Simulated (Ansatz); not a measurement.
**A ladder of methods for SiH2OF (SMILES O[SiH]F)**

SiH2OF has 5 atoms, charge 0, and is taken as a doublet. SMILES: `O[SiH]F`. The shape is that of a PBE0-D4/def2-TZVP optimisation. This is one conformer, not always the lowest.

```xyz
5

O    -0.6152   -0.8846   -0.2763
Si    0.2839    0.2457    0.4931
F     0.2070    1.6465   -0.2831
H    -1.5645   -0.7651   -0.3380
H     1.6888   -0.2426    0.4044
```

Quantity: the energy change with the O1–Si2 bond stretched from 1.636 to 4.091 Å, in eV. The values are calculated.

```
          level                    kind  program  value (eV)  less FCI/STO-3G  CPU time (all runs)
U-revPBE/STO-3G                     GGA   Ansatz        3.59            +0.87                 11 s
   UBLYP/STO-3G                     GGA   Ansatz        3.64            +0.92                 10 s
U-r2SCAN/STO-3G                meta-GGA   Ansatz        3.74            +1.02                 31 s
   UPBE0/STO-3G           global hybrid   Ansatz        3.63            +0.91                 11 s
 U-wB97X/STO-3G  range-separated hybrid   Ansatz        3.54            +0.82                 46 s
  UHSE06/STO-3G  range-separated hybrid   Ansatz        3.64            +0.92                 13 s
    UMP2/STO-3G     perturbation theory   Ansatz        2.81            +0.09               0.87 s
  UCCSDT/STO-3G   coupled cluster or CI   Ansatz        2.72             0.00                  6 s
     FCI/STO-3G      exact in the basis   Ansatz        2.72             0.00                 55 s
```

FCI/STO-3G is exact within its basis and frozen core, so for wave-function methods in that basis the difference is their error; functionals converge differently with the basis, so for them it is only a difference. The first shape isn't each level's own minimum. The values span 2.72 to 3.74 eV. All rows use very small basis sets, so even the best lies far from the true value. Times are those of the runs behind each value, whatever else they computed, on shared processors of several kinds: orders of magnitude only.
